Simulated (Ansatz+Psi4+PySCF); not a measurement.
## doublet N2(-): levels of theory in one basis

```yaml
atoms:
  - { symbol: N, position_ang: [0.0000, 0.0000, 0.5650] }
  - { symbol: N, position_ang: [0.0000, 0.0000, -0.5650] }
```

Basis set: aug-cc-pVTZ (spherical functions). Correlated methods keep 2 orbitals frozen. Correlation on ROHF uses semicanonical orbitals with singles. Charge -1, multiplicity 2.

Computed with Ansatz (development build ahead of 0.2.0) and Psi4 1.11; each method stands on the lowest determinant of its kind that the runs found.

```csv
method,E − E(ROHF) (eV),<S²> of the determinant
ROHF,0.00,0.75
UHF,0.00,0.75
ROHF-MP2,-10.71,–
UHF-MP2,-10.71,0.75
ROHF-CCSD(T),-11.11,–
```

Q: What does ROHF-CCSD give on the same scale?

A: -10.54 eV.
